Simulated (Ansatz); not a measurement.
# BC (doublet): RPA-PBE over a scan of the distance B1–C2, cc-pVDZ

Aim: run BC (doublet) with these functionals over a scan of the distance B1–C2, and hold them against the top wave-function level at the same points.

Computed with Ansatz 0.2.0, Gaussian basis. Level: cc-pVDZ, all electrons in the functionals, frozen cores in the correlation of double hybrids and RPA.

Plan: RPA-PBE, at 1.191 Å; 1.344 Å; 1.489 Å; 1.669 Å; 1.849 Å; 2.105 Å; 2.397 Å; 2.790 Å; 3.351 Å; 3.935 Å; 4.938 Å.

29 further runs of the same task are left out: 3 for a known fault of the program, 19 that didn't finish, 7 set aside as unsound or not needed.

### 1 The geometry

The geometry derives from a PBE0/def2-TZVP stationary point (not a proven minimum). One bond is set to the value named and the two fragments are kept rigid.

2 atoms, charge 0, spin multiplicity 2.

Atoms are counted from 1 here; the program's logs count them from 0.

Bond lengths: B1–C2 1.489 Å.

No dispersion term is added.

The geometry shown and the zero of energy belong to the point 1.489 Å. The yardstick, FCI, and other wave-function levels (R restricted, U unrestricted, valence and pair active spaces) come from earlier runs.

### 2 RPA-PBE, 1.191 Å

File in.yaml:

```yaml
crystal:
  periodic: [false, false, false]
  atoms:
    - {symbol: B, position_ang: [0.000000, 0.000000, 0.000000]}
    - {symbol: C, position_ang: [0.000000, 0.000000, 1.191000]}
basis:
  gaussian: {orbitals: cc-pVDZ}
magnetization: {spin_polarized: true, initial_magnetization: 1}
hamiltonian: {xc: {name: PBE}}
correlation: {method: rpa, electrons: outside_noble_gas}
```

The run is started by

```console
$ ansatz run in.yaml --threads 1 --pin off --events-out ev --progress --plain --max-ram 2393MiB
```

Further steps of the session: RPA-PBE, 1.344 Å; RPA-PBE, 1.489 Å; RPA-PBE, 1.669 Å; RPA-PBE, 1.849 Å; RPA-PBE, 2.105 Å; RPA-PBE, 2.397 Å; RPA-PBE, 2.790 Å; RPA-PBE, 3.351 Å; RPA-PBE, 3.935 Å; RPA-PBE, 4.938 Å.

Before running them: what should the planned runs give, taken together? Wanted: span of the FCI curve; largest miss, RPA-PBE.

**Answer**, as computed:

```
             quantity                   value
span of the FCI curve            332.1 kJ/mol
largest miss, RPA-PBE  +36.7 kJ/mol (1.191 Å)
```

**Reading.** RPA-PBE strays by up to 36.7 kJ/mol, at 1.191 Å. RPA-PBE clearly breaks the spin symmetry at some points (⟨S²⟩ up to 1.02 above the pure value), so energy there is bought with a mixed spin. Functionals and the yardstick converge differently with the basis, so part of each miss in cc-pVDZ is the basis.
